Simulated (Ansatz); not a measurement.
# N2H4 (hydrazine) at HF/def2-TZVPP

What is the energy change on altering one bond length of N2H4 (hydrazine) at HF/def2-TZVPP? 

The results are computed with Ansatz 0.2.0.

8 further runs of the same task are left out: 1 for a known fault of the program, 1 that didn't finish, 6 set aside as unsound or not needed.

### 1 The molecule

N2H4 has 6 atoms, charge 0, and is taken as a singlet. SMILES: `NN`. The coordinates come from a PBE0-D4/def2-TZVP relaxation. This is one conformer, not always the lowest.

Bond lengths: N1–N2 1.415 Å, N1–H3 1.014 Å, N1–H4 1.011 Å, N2–H5 1.014 Å, N2–H6 1.011 Å. Angles: N1–N2–H5 112.7°, N1–N2–H6 108.2°, N2–N1–H3 112.7°, N2–N1–H4 108.2°, H5–N2–H6 108.3°, H3–N1–H4 108.3°.

### 2 Energy and gradient at HF/def2-TZVPP

File molecule.yaml:

```yaml
crystal:
  periodic: [false, false, false]
  atoms:
    - symbol: N
      position_ang: [-0.135100, -0.701700, 0.195900]
    - symbol: N
      position_ang: [0.447300, 0.583800, 0.089900]
    - symbol: H
      position_ang: [-1.076200, -0.737600, -0.180500]
    - symbol: H
      position_ang: [0.438700, -1.352200, -0.322700]
    - symbol: H
      position_ang: [0.103900, 1.104700, -0.709700]
    - symbol: H
      position_ang: [0.221500, 1.102900, 0.927100]
basis:
  gaussian: {orbitals: def2-TZVPP}
hamiltonian: {xc: hf, pseudopotentials: {relativity: none}}
output: {forces: true, orbitals: {seedname: orbitals}}
```

Started as:

```
$ ansatz run molecule.yaml --threads 1 --pin off --max-ram 2610MiB --events-out events.jsonl --progress --plain --runs-dir runs
```

Log:

```text
Warning: RAYON_NUM_THREADS=1 ignored (pool sized by the plan → 1); use --threads N
Functional definition: HF
  name "HF"
  exchange = exact_x
  correlation = 0
600 factors; their error is unknown
mean field evaluation 1: about -3024.8454 eV, gradient 3.0e1 eV
mean field evaluation 2: about -3026.2788 eV, gradient 1.4e1 eV
mean field evaluation 4: about -3026.6784 eV, gradient 4.2e-1 eV
mean field evaluation 8: about -3026.7236 eV, gradient 4.0e-1 eV
mean field -3026.72378055 eV, -111.2300473480 hartree, gradient 8.3e-6 eV, S^2 0.000000; 0 other end points of the search recorded, 0 dependent functions left out
the calculation of the forces begins
reference -3026.72378055 eV, -111.2300473480 hartree; 9, 9 occupied and 109, 109 virtual orbitals, 600 factors
Total energy: -3026.72378055 eV, -111.2300473480 hartree
Atom 0 at    -0.135100    -0.701700     0.195900 Å, force    -0.158494    -0.308123    -0.655822 eV/Å
Atom 1 at     0.447300     0.583800     0.089900 Å, force    -0.489932     0.552930     0.062476 eV/Å
Atom 2 at    -1.076200    -0.737600    -0.180500 Å, force     0.682342     0.060681     0.260980 eV/Å
Atom 3 at     0.438700    -1.352200    -0.322700 Å, force    -0.414022     0.451094     0.358690 eV/Å
Atom 4 at     0.103900     1.104700    -0.709700 Å, force     0.224521    -0.403063     0.569369 eV/Å
Atom 5 at     0.221500     1.102900     0.927100 Å, force     0.155585    -0.353518    -0.595694 eV/Å
Dipole moment:    -0.298201     0.112595    -0.273016 e Å
```

Run time: 0.71 s. Hardware: 1 thread of Arm Neoverse V2, shared host.

### 3 The distorted shape

File molecule.yaml:

```yaml
crystal:
  periodic: [false, false, false]
  atoms:
    - symbol: N
      position_ang: [0.241337, -0.687340, 0.346459]
    - symbol: N
      position_ang: [0.823737, 0.598160, 0.240459]
    - symbol: H
      position_ang: [-1.076200, -0.737600, -0.180500]
    - symbol: H
      position_ang: [0.815137, -1.337840, -0.172141]
    - symbol: H
      position_ang: [0.480337, 1.119060, -0.559141]
    - symbol: H
      position_ang: [0.597937, 1.117260, 1.077659]
basis:
  gaussian: {orbitals: def2-TZVPP}
hamiltonian: {xc: hf, pseudopotentials: {relativity: none}}
output: {forces: true, orbitals: {seedname: orbitals}}
```

Started as:

```
$ ansatz run molecule.yaml --threads 1 --pin off --max-ram 2610MiB --events-out events.jsonl --progress --plain --runs-dir runs
```

Log:

```text
Warning: RAYON_NUM_THREADS=1 ignored (pool sized by the plan → 1); use --threads N
[... 4 set-up lines as earlier in the session ...]
600 factors; their error is unknown
mean field evaluation 1: about -3022.6679 eV, gradient 2.9e1 eV
mean field evaluation 2: about -3024.1348 eV, gradient 1.7e1 eV
mean field evaluation 4: about -3024.7216 eV, gradient 7.8e-1 eV
mean field evaluation 8: about -3024.7251 eV, gradient 2.3e-2 eV
mean field -3024.76380590 eV, -111.1580196083 hartree, gradient 2.5e-5 eV, S^2 0.000000; 0 other end points of the search recorded, 0 dependent functions left out
the calculation of the forces begins
reference -3024.76380590 eV, -111.1580196083 hartree; 9, 9 occupied and 109, 109 virtual orbitals, 600 factors
Total energy: -3024.76380590 eV, -111.1580196083 hartree
Atom 0 at     0.241337    -0.687340     0.346459 Å, force    -4.558584     0.162184    -1.700910 eV/Å
Atom 1 at     0.823737     0.598160     0.240459 Å, force    -0.844174     0.097891    -0.147533 eV/Å
Atom 2 at    -1.076200    -0.737600    -0.180500 Å, force     5.807928     0.094811     1.982731 eV/Å
Atom 3 at     0.815137    -1.337840    -0.172141 Å, force    -0.839915     0.455570    -0.137456 eV/Å
Atom 4 at     0.480337     1.119060    -0.559141 Å, force     0.383208    -0.425269     0.585396 eV/Å
Atom 5 at     0.597937     1.117260     1.077659 Å, force     0.051536    -0.385187    -0.582228 eV/Å
Dipole moment:    -0.216934     0.161956    -0.254713 e Å
```

Run time: 0.7 s. Hardware: 1 thread of Arm Neoverse V2, shared host; peak memory 0.28 GiB.

### 4 What came out

Level: HF/def2-TZVPP.

```
                                                         quantity          value
                                        first shape: total energy  -111.23005 Eh
                                       first shape: dipole moment         2.02 D
                                         first shape: HOMO energy      -11.04 eV
                                         first shape: LUMO energy        3.51 eV
                                       first shape: HOMO–LUMO gap       14.55 eV
                            first shape: largest force on an atom     0.742 eV/Å
                                    distorted shape: total energy  -111.15802 Eh
                                   distorted shape: dipole moment         1.79 D
                                     distorted shape: HOMO energy      -10.64 eV
                                     distorted shape: LUMO energy        2.85 eV
                                   distorted shape: HOMO–LUMO gap       13.49 eV
                        distorted shape: largest force on an atom     6.138 eV/Å
energy change with the N1–H3 bond stretched from 1.014 to 1.420 Å       1.960 eV
```

In words: With the N1–H3 bond stretched from 1.014 to 1.420 Å the energy rises by 1.96 eV (45 kcal/mol). The first shape isn't relaxed at this level, so the change isn't measured from a minimum. The largest force (first shape) is 0.74 eV/Å: the shape isn't a stationary point for this species at this level. Mulliken charges (first shape) run from -0.31 on N2 to +0.17 on H6; they depend strongly on the basis. Mulliken charges (distorted shape) run from -0.34 on N1 to +0.19 on H4.
